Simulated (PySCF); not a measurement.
Two probes of the same atoms: core binding energy and nuclear shielding

C3H2ClOP.
Geometry (GFN2-xTB, Å), atoms numbered from 1 in this order:
```
atom  x, y, z in Å
Cl1    2.2846   -1.2372   -0.0622
C2     0.8054   -0.3809   -0.0294
C3     0.6137    0.9566   -0.1465
P4    -1.1119    1.3340   -0.0464
C5    -1.3846   -0.3416    0.1411
O6    -0.2904   -1.1207    0.1310
H7     1.4054    1.6678   -0.2797
H8    -2.3131   -0.8687    0.2674
```

Binding energies: delta-SCF UKS SCAN, pcX-2 on the ionised atom, pcseg-1 elsewhere, spin-free X2C (PySCF). Shieldings: GIAO PBE0/pcSseg-1, non-relativistic, same geometry.

```csv
atom,isotropic shielding (ppm)
C2,32.8
C3,60.1
C5,-1.8
```

What are the C 1s binding energies of these atoms?

```json
{"atom": "C3", "environment": "aromatic CH carbon", "C 1s (eV)": "290.62", "isotropic shielding (ppm)": "60.1"}
{"atom": "C5", "environment": "aromatic CH next to a ring oxygen", "C 1s (eV)": "291.79", "isotropic shielding (ppm)": "-1.8"}
{"atom": "C2", "environment": "aromatic C–Cl carbon", "C 1s (eV)": "293.53", "isotropic shielding (ppm)": "32.8"}
```

Among the listed atoms, is the one with the highest binding energy also the least shielded?

No. The highest binding energy is at C2 (293.53 eV, shielding 32.8 ppm), the lowest shielding at C5 (-1.8 ppm, 291.79 eV).

By binding energy: C3 < C5 < C2. By shielding: C5 < C2 < C3.

Isolated species at its GFN2-xTB geometry, gas phase.
